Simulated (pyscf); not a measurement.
PySCF, gas phase, ωB97X-D3(BJ)/def2-SVP geometries.

How much does it cost (ΔH, 298 K, ωB97M-D3(BJ)/def2-TZVP) to split H₃C–CH₂–O–Al(OH)–OH at its C–O bond into •H₂C–CH₃ + •O–Al(OH)–OH?

C–O to •H₂C–CH₃ + •O–Al(OH)–OH: 403.6 kJ/mol. The 7 functionals that were run give +377.6 (r²SCAN) to +415.1 kJ/mol (M06-2X). The radicals are drawn with the spin at the cut bond; how far it spreads was not checked. Other isomers of •H₂C–CH₃, •O–Al(OH)–OH were not searched in full and may lie lower.
